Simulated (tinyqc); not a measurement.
Ways to converge the cycle: SCF convergence aids in the sto-3g basis, for H2O, spin multiplicity 3. Computed by the program tinyqc with PySCF. 

Geometry (angstrom):
```
atom,x,y,z
O,0.0000,0.0000,0.0000
H,0.0000,0.9060,0.7640
H,0.0000,-0.9060,0.7640
```

lowest solution found by these runs and by PySCF with stability checks = -74.708977 hartree

UHF with one setting changed at a time; a run stops when the energy changes by less than 1e-09 hartree and the error matrix is below 1e-5. The start is random orbitals. Damping d keeps d of the old density; a shift (hartree) raises the virtual levels; DIIS n extrapolates F over n matrices.

Largest element of the error matrix X^T (FDS - SDF) X:
```
iteration,plain,damping 0.3,damping 0.6,shift 0.4,DIIS 3,DIIS 8
1,7.4e+00,7.4e+00,7.4e+00,7.4e+00,7.4e+00,7.4e+00
2,2.8e-01,2.2e+00,4.4e+00,2.5e-01,2.8e-01,2.8e-01
3,3.3e-02,6.9e-01,2.7e+00,1.8e-01,3.3e-02,3.3e-02
4,3.2e-02,2.2e-01,1.6e+00,6.9e-02,3.2e-02,3.2e-02
5,3.1e-02,7.1e-02,9.8e-01,3.3e-02,3.0e-02,3.0e-02
6,3.0e-02,3.2e-02,6.0e-01,3.1e-02,2.7e-02,2.7e-02
8,2.7e-02,3.0e-02,2.2e-01,2.8e-02,1.2e-02,1.1e-02
10,2.3e-02,2.8e-02,8.4e-02,2.8e-02,3.6e-03,3.0e-03
14,1.5e-02,2.2e-02,3.0e-02,2.6e-02,1.4e-03,1.5e-03
20,7.5e-03,1.4e-02,2.5e-02,1.9e-02,5.9e-04,9.8e-05
30,2.1e-03,6.4e-03,1.7e-02,9.2e-03,4.4e-06,-
45,1.2e-03,1.7e-03,8.6e-03,2.8e-03,-,-
60,7.2e-04,1.2e-03,4.2e-03,1.5e-03,-,-
```

How each run ends:
```
run,iterations,E (hartree),state
plain,>60,-74.708790,"falls steadily but slowly, by a factor of about 0.97 a step"
damping 0.3,>60,-74.708522,"falls steadily but slowly, by a factor of about 0.98 a step"
damping 0.6,>60,-74.707604,"falls steadily but slowly, by a factor of about 0.95 a step"
shift 0.4,>60,-74.708291,"falls steadily but slowly, by a factor of about 0.98 a step"
DIIS 3,33,-74.708977,lowest found
DIIS 8,25,-74.708977,lowest found
```

2 of 6 runs reach the lowest solution found, in 25 to 33 iterations (fastest: DIIS 8). Not converged: plain, damping 0.3, damping 0.6, shift 0.4. DIIS 3 and DIIS 8 gain by cancelling the error over several earlier matrices, much as a quasi-Newton step does.
